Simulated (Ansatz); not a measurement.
A displaced shape of doublet SH:

```csv
atom,x (Å),y (Å),z (Å)
S,0.0250,0.0428,-0.0730
H,-0.0161,0.0144,1.2292
```

It was optimised with PBE0/def2-SVP in Ansatz (development build ahead of 0.2.0) to forces under 0.001 eV/Å, with unrestricted orbitals. Each step stands on the lowest determinant of that kind that the program's search found.

Task: What shape does it relax to, and how does the optimisation go?

Result:

| atom | x (Å) | y (Å) | z (Å) |
| --- | --- | --- | --- |
| S | 0.0258 | 0.0433 | -0.0983 |
| H | -0.0169 | 0.0138 | 1.2545 |

Bond lengths: S1–H2 1.354 Å.

| step | E − E(start) (eV) | largest force (eV/Å) |
| --- | --- | --- |
| 1 | 0.0000 | 1.5251 |
| 2 | -0.0315 | 0.5590 |
| 3 | -0.0370 | 0.0357 |
| 4 | -0.0370 | 0.0005 |

The optimisation ended after 4 steps with its threshold met.
